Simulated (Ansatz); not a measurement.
**[BH₂···H···S], triplet: the ladder up to UCCSDT(Q)**

Geometry: a point of a hydrogen-transfer path between rigid fragments, not a stationary point.

```xyz
5

B    -2.2747    0.0000    0.0000
H    -2.8714    1.0336    0.0000
H    -2.8714   -1.0336    0.0000
H    -0.8877    0.0000    0.0000
S     0.9753    0.0000    0.0000
```

Basis cc-pVDZ; Ansatz 0.2.0. Correlated methods freeze the noble-gas cores, which leaves 12 electrons in 41 orbitals. Prefix R: restricted or restricted open-shell reference; prefix U: unrestricted. Active spaces: pair = (4e, 4o) about the gap; valence = (12e, 11o) chosen from the atoms' valence shells.

Full CI isn't at hand for all of this; UCCSDT(Q) serves as the reference, and is uncertain by about the last step of the cluster series. The frozen core follows each run's orbitals, which can shift R against U totals by a few meV.

For open shells CISD is restricted-active-space CI with the open shells as a complete middle space.

The UHF ⟨S²⟩ is 2.021, the T1 diagnostic (RCCSD) is 0.0182 and the largest doubles amplitude (RCCSD) is 0.044. The T1 diagnostic (UCCSD) is 0.0110.

```
                 level  E − E(UCCSDT(Q)) (kJ/mol)  share of correlation (%)  wall time
                   RHF                      628.6                      0.00          –
                   UHF                      612.1                      2.63          –
                  RMP2                      123.2                     80.40          –
                  UMP2                      125.2                     80.09          –
                  CISD                       60.4                     90.40      5.5 s
                 RCCSD                       13.4                     97.86          –
                 UCCSD                       13.1                     97.92          –
              RCCSD(T)                        2.9                     99.54        6 s
              UCCSD(T)                        2.8                     99.55      6.5 s
               BCCD(T)                        2.9                     99.54        7 s
                RCCSDT                        0.6                     99.90          –
                UCCSDT                        0.6                     99.91          –
             RCCSDT(Q)                        0.0                    100.00       59 s
   CASSCF (pair space)                      580.5                      7.65          –
   NEVPT2 (pair space)                      118.9                     81.08      3.3 s
   MRCISD (pair space)                       52.9                     91.59          –
 MRCISD+Q (pair space)                        1.8                     99.71      3.9 s
CASSCF (valence space)                      481.3                     23.43          –
NEVPT2 (valence space)                      122.2                     80.56       23 s
```

The correlation energy at UCCSDT(Q), counted from RHF, is -6.515 eV. That run took 50 s on 1 thread of Arm Neoverse V1, shared host.

Times hold each run's SCF and search for its determinant on a shared host, so for small cases they say little of a method's own cost; they ran on 1 thread of Arm Neoverse V1.

Natural occupations of CASSCF (valence space) about the gap: 1.979 1.978 1.970 1.001 1.000 0.030 0.017 0.017 0.008; effectively unpaired electrons, Σ n²(2−n)², 2.01.
